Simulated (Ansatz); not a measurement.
**C₂H₆N₂: a ladder of functionals and wavefunction methods**

Aim: compute C₂H₆N₂ with functionals from several rungs and with coupled cluster, and see how far each lands from CCSD(T) at the basis-set limit for the atomisation energy.

Program: Ansatz 0.2.0, Gaussian basis. Level of theory: functionals in def2-TZVPP, the program's frozen cores in correlated methods. These are calculated values, not measurements.

Levels to be run: LDA (SPW92), PBE-D4, revPBE-D4, BLYP-D4, r2SCAN-D4, B97M-V, PBE0-D4, B3LYP-D4, r2SCANh-D4, r2SCAN0-D4, HSE06-D4, BHLYP-D4, CAM-B3LYP-D4, LC-ωPBE, ωB97X-V, ωB97M-V, B2PLYP, PBE-QIDH; CCSD(T)/def2-SVP; CCSD(T)/def2-TZVPP; MP2/def2-QZVPP; extrapolation to the limit; RPA on PBE.

## 1. The relaxed structure

All runs share one geometry, relaxed beforehand with PBE0-D4 in a triple-zeta def2 set.

SMILES `C1NCN1`, 10 atoms, charge 0, spin multiplicity 1.

Atoms are counted from 1 here; the program's logs count them from 0.

Bond lengths: C1–N2 1.469 Å, C1–N4 1.469 Å, C1–H5 1.103 Å, C1–H6 1.095 Å, N2–C3 1.469 Å, N2–H7 1.011 Å, C3–N4 1.469 Å, C3–H8 1.095 Å, C3–H9 1.103 Å, N4–H10 1.011 Å. Angles: N2–C1–N4 89.2°, N2–C1–H5 114.0°, N2–C1–H6 114.8°, N4–C1–H5 114.0°, N4–C1–H6 114.8°, H5–C1–H6 109.0°, C1–N2–C3 87.7°, C1–N2–H7 114.9°, C3–N2–H7 114.9°, N2–C3–N4 89.2°, N2–C3–H8 114.8°, N2–C3–H9 114.0°, N4–C3–H8 114.8°, N4–C3–H9 114.0°, H8–C3–H9 109.0°, C1–N4–C3 87.7°, C1–N4–H10 114.9°, C3–N4–H10 114.9°.

## 2. LDA

This LDA is Slater exchange with PW92 correlation.

File in.yaml:

```yaml
crystal:
  periodic: [false, false, false]
  atoms:
    - {symbol: C, position_ang: [-0.406536, 0.732934, -0.573310]}
    - {symbol: N, position_ang: [-0.032957, 0.674697, 0.845778]}
    - {symbol: C, position_ang: [0.240936, -0.755477, 0.655059]}
    - {symbol: N, position_ang: [-0.568434, -0.726705, -0.570039]}
    - {symbol: H, position_ang: [0.398693, 1.094362, -1.235622]}
    - {symbol: H, position_ang: [-1.321544, 1.295739, -0.784322]}
    - {symbol: H, position_ang: [0.771693, 1.232087, 1.097042]}
    - {symbol: H, position_ang: [-0.146128, -1.406330, 1.445677]}
    - {symbol: H, position_ang: [1.305608, -0.990474, 0.484970]}
    - {symbol: H, position_ang: [-0.158330, -1.201932, -1.362033]}
basis:
  gaussian: {orbitals: def2-TZVPP}
hamiltonian: {xc: lda}
output: {orbitals: {seedname: orbitals}}
```

Command:

```console
> ansatz run in.yaml --threads 2 --pin off --events-out ev --progress --plain --max-ram 4352MiB
```

The runs that follow: PBE-D4 (GGA); revPBE-D4 (GGA); BLYP-D4 (GGA); r2SCAN-D4 (meta-GGA); B97M-V (meta-GGA); B3LYP-D4 (hybrid); r2SCANh-D4 (hybrid); r2SCAN0-D4 (hybrid); HSE06-D4 (hybrid); BHLYP-D4 (hybrid); CAM-B3LYP-D4 (range-separated); LC-ωPBE (range-separated); ωB97X-V (range-separated); ωB97M-V (range-separated); B2PLYP (double hybrid); PBE-QIDH (double hybrid); CCSD(T) in def2-SVP; CCSD(T) in def2-TZVPP; MP2 in def2-QZVPP; RPA on PBE orbitals.

Q: Predict the results of all the runs planned. Wanted: atomisation energy, CCSD(T)/CBS; farthest beyond LDA; mean size of error, GGA; mean size of error, meta-GGA; mean size of error, hybrid; mean size of error, range-separated; mean size of error, double hybrid; gap, smallest and largest; T1 diagnostic.

**Answer**, as computed:

| quantity | value |
| --- | --- |
| atomisation energy, CCSD(T)/CBS | 3691.7 kJ/mol |
| functionals within 18.5 kJ/mol (0.5 %) | r2SCAN-D4, B97M-V |
| farthest beyond LDA | PBE-D4 (+131.3 kJ/mol) |
| mean size of error, GGA | 64.0 kJ/mol |
| mean size of error, meta-GGA | 5.4 kJ/mol |
| mean size of error, hybrid | 55.3 kJ/mol |
| mean size of error, range-separated | 30.7 kJ/mol |
| mean size of error, double hybrid | 24.1 kJ/mol |
| gap, smallest and largest | 5.05 eV (BLYP-D4), 12.24 eV (LC-ωPBE) |
| T1 diagnostic | 0.0091 |
| triples share of the correlation energy | 3.9 % |

**Reading.** LDA overbinds by 624.8 kJ/mol (17 %). PBE-D4 misses by +131.3 kJ/mol. Double hybrids carry the basis error of their MP2 part in triple zeta, and no dispersion term here, so their miss is partly the set-up's. By mean error the best rung here is meta-GGA (5.4 kJ/mol) and the worst beyond LDA is GGA (64.0 kJ/mol). The reference freezes the cores and leaves out relativity and excitations past (T), so misses under about 18.5 kJ/mol can't be ranked. Hartree-Fock recovers 68 % of the binding; the rest is correlation. CCSD(T) in def2-SVP is off by -217.7 kJ/mol, more than most functionals: a good method in a small basis is no reference. Orbital gaps span 5.0 to 12.2 eV; exact exchange widens them.
